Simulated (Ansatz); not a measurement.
This geometry of CH4BCl + H2 (9 atoms, charge 0, multiplicity 1) is a first-order saddle point.

All numbers below come from RKS PBE-D4/def2-SVP in Ansatz 0.2.0.

```xyz
9
Properties=species:S:1:pos:R:3
B 0.009 -0.326 -0.084
Cl -0.136 -0.133 2.160
H 1.033 0.284 -0.304
C -1.400 0.004 -0.693
H -2.234 -0.584 -0.264
H -1.643 1.082 -0.608
H -1.358 -0.227 -1.782
H 0.256 -1.573 0.067
H 0.117 -1.197 1.204
```

Question: Which two structures does it join? (They come from a converged band through this point; their orientation in space is the band's.)

Answer: Bonds broken: B1–Cl2, H8–H9. Bonds formed: B1–H8, Cl2–H9. CH4BCl + H2 becomes CH5B + ClH.

Initial state:

```xyz
9
Properties=species:S:1:pos:R:3
B -0.220 0.549 0.211
Cl -0.269 0.449 1.975
H 0.850 0.870 -0.267
C -1.473 0.239 -0.662
H -2.386 -0.032 -0.099
H -1.690 1.116 -1.313
H -1.224 -0.582 -1.371
H 0.587 -2.890 0.324
H 0.467 -2.389 0.896
```

Final state:

```xyz
9
Properties=species:S:1:pos:R:3
B 0.015 -0.417 -0.309
Cl -0.061 -0.142 2.422
H 0.996 0.288 -0.452
C -1.413 0.018 -0.759
H -2.247 -0.566 -0.324
H -1.610 1.103 -0.650
H -1.424 -0.185 -1.859
H 0.232 -1.595 -0.009
H 0.155 -1.176 1.635
```

Question: How far does it lie above each of them?

Answer: 0.92 eV above the first and 0.06 eV above the second. This is the barrier of this one path; another mechanism may lie lower. The orbitals stay closed-shell, which can raise the energy where a bond breaks towards radicals; this wasn't checked here.

The run took 67 s on 1 thread of Intel(R) Xeon(R) 6975P-C (Granite Rapids), on a shared host, peak memory 0.16 GiB.
